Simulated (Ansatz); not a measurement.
Litharge SnO was calculated with LDA (plane waves, PAW; Ansatz, a first-principles code).

Numerical settings: plane-wave cutoff 500 eV, 10×10×8 k mesh (along the axes of the cell as run), gaussian smearing 0.02 eV, scalar-relativistic PAW data made under PBE.

Computed at the level's own relaxed cell.

What does this level give for the equilibrium volume per atom, lattice parameter a and lattice parameter c?


- equilibrium volume per atom = 16.53 Å³/atom
- lattice parameter a = 3.768 Å
- lattice parameter c = 4.657 Å

The run finds no gap.

Measured, for comparison: lattice constant a 3.801 Å, lattice parameter c 4.835 Å (temperature not stated, not corrected to a static lattice; as tabulated in Electronic properties of the Sn1−xPbxO alloy and band alignment of the SnO/PbO …). Computed (rounded) less measured: lattice constant a -0.9 %, lattice parameter c -3.7 %. A static lattice is as a rule a little smaller and stiffer than an uncorrected measurement, which can account for part of this.

Spin–orbit coupling is not included.

Static lattice: no zero-point or thermal effects.

Cost on a shared machine: very roughly 90 core-seconds.
